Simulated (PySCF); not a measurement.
AlCl3, SMILES [Cl][Al]([Cl])[Cl] (connectivity only; charge and spin as stated), charge +1, multiplicity 2. Atoms are numbered in the order given.

```xyz
4

Al     0.0000     0.0000     0.1381
Cl     0.0000     1.9062     0.9385
Cl     0.0000    -1.9062     0.9385
Cl     0.0000     0.0000    -1.9826
```
Charge +1, spin multiplicity 2.

The structure is a stationary point at PBE0-D3(BJ)/def2-SVP. A frequency run showed that this geometry is not a minimum. The spin state was assumed, not searched. The isomer is the one that the SMILES or the coordinates give; other isomers of the formula were not compared.

Two levels are set side by side: PBE/pcH-1 (PySCF) and B3LYP/pcH-1 (PySCF). Contact hyperfine couplings, same geometry. Differences are taken from unrounded values.

```csv
quantity,B3LYP
"A(iso) of 27Al, atom Al1 (MHz)",-41.1
"A(iso) of 35Cl, atom Cl2 (MHz)",7.0
"A(iso) of 35Cl, atom Cl3 (MHz)",7.0
"A(iso) of 35Cl, atom Cl4 (MHz)",11.5
```

Task: What does PBE give, and how far is it from B3LYP? (An estimate is asked for; the answer gives what the named calculation found.)

Result: 
| quantity | PBE | PBE minus B3LYP |
|---|---|---|
| A(iso) of 27Al, atom Al1 (MHz) | -41.8 | -0.7 |
| A(iso) of 35Cl, atom Cl2 (MHz) | 1.3 | -5.8 |
| A(iso) of 35Cl, atom Cl3 (MHz) | 1.3 | -5.8 |
| A(iso) of 35Cl, atom Cl4 (MHz) | 1.7 | -9.8 |

Rough cost on one machine, each run with all the roots and properties that it gave: B3LYP against PBE about 3 times.
